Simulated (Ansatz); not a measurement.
# [H···H···F], doublet: reading a ladder of total energies

Geometry: a point of a hydrogen-transfer path between rigid fragments, not a stationary point.

```xyz
3

H     0.0000    0.0000   -1.0773
H     0.0000    0.0000    0.0187
F     0.0000    0.0000    1.0587
```

Basis cc-pVDZ; Ansatz 0.2.0. Only valence electrons are correlated (noble-gas cores frozen), which leaves 9 electrons in 23 orbitals. R marks a restricted (for open shells ROHF) determinant, U an unrestricted one.

Full CI is exact within this basis and frozen core; it isn't the basis-set limit. The frozen core follows each run's orbitals, which can shift R against U totals by a few meV.

Runs differ by some tens of microhartree through their thresholds and, for an open shell, their frozen cores, so steps under 0.1 kcal/mol mean nothing.

| level | total energy (hartree) |
| --- | --- |
| UHF | -100.487240 |
| UMP2 | -100.696420 |
| UCCSD | -100.703709 |
| UCCSD(T) | -100.706263 |
| UCCSDT | -100.706451 |
| UCCSDT(Q) | -100.706938 |
| UCCSDTQ | -100.706909 |
| full CI | -100.706922 |

Q: What is the correlation energy at full CI, and what share of it do UMP2 and UCCSD(T) recover?

A: E(corr) = -100.706922 − (-100.487240) = -0.219682 hartree = -5.978 eV. UMP2: -0.209180 / -0.219682 = 95.22 %. UCCSD(T): -0.219023 / -0.219682 = 99.70 %.

Q: By how many kcal/mol does UCCSD(T) miss full CI (1 hartree = 627.509 kcal/mol), and which steps make up the rest?

A: -100.706263 − (-100.706922) = 0.000659 hartree = 0.41 kcal/mol. Steps: UCCSDT − UCCSD(T) = -0.12, UCCSDT(Q) − UCCSDT = -0.31, UCCSDTQ − UCCSDT(Q) = 0.02, full CI − UCCSDTQ = -0.01 kcal/mol. That is within 1 kcal/mol of the reference in this basis, which itself misses far more of the correlation at the basis-set limit.
